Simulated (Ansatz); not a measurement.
How far each method lies from full CI for HSiMg, quartet

Geometry: a point of a bend scan, not a stationary point.

```xyz
3

Si   -0.2653    0.0000    0.3209
Mg    0.2310    0.0000   -2.1081
H     0.0343    0.0000    1.7872
```

Basis 6-31G; Ansatz 0.2.0. Correlated methods freeze the noble-gas cores, which leaves 7 electrons in 18 orbitals. R marks a restricted (for open shells ROHF) determinant, U an unrestricted one. Active spaces: valence = (7e, 9o) chosen from the atoms' valence shells. The metal's outer-core shells are frozen, which leaves out core–valence correlation.

Full CI is exact within this basis and frozen core; it isn't the basis-set limit. The frozen core follows each run's orbitals, which can shift R against U totals by a few meV.

For open shells CISD is restricted-active-space CI with the open shells as a complete middle space.

```
UHF ⟨S²⟩                          : 3.772
T1 diagnostic (RCCSD)             : 0.0334
largest doubles amplitude (RCCSD) : 0.036
T1 diagnostic (UCCSD)             : 0.0257
```

Task: From what is known of these methods and the diagnostics, rank them by the size of their error in total energy against full CI in 6-31G, smallest first (an estimate: the text doesn't fix the numbers).
A. CISD
B. UCCSD(T)
C. CASSCF (valence space)
D. RCCSD
E. UCCSDT

Result: E (1 meV), B (16 meV), D (51 meV), A (84 meV), C (481 meV).

All errors are against full CI in 6-31G. Within each family the higher level lies nearer, as is usual though not guaranteed.

The full-CI state has the irrep A'' of Cs, in the program's axes.

Natural occupations of full CI about the gap: 1.963 1.945 0.993 0.990 0.990 0.042 0.020 0.019 0.016 0.006; effectively unpaired electrons, Σ n²(2−n)², 3.03.
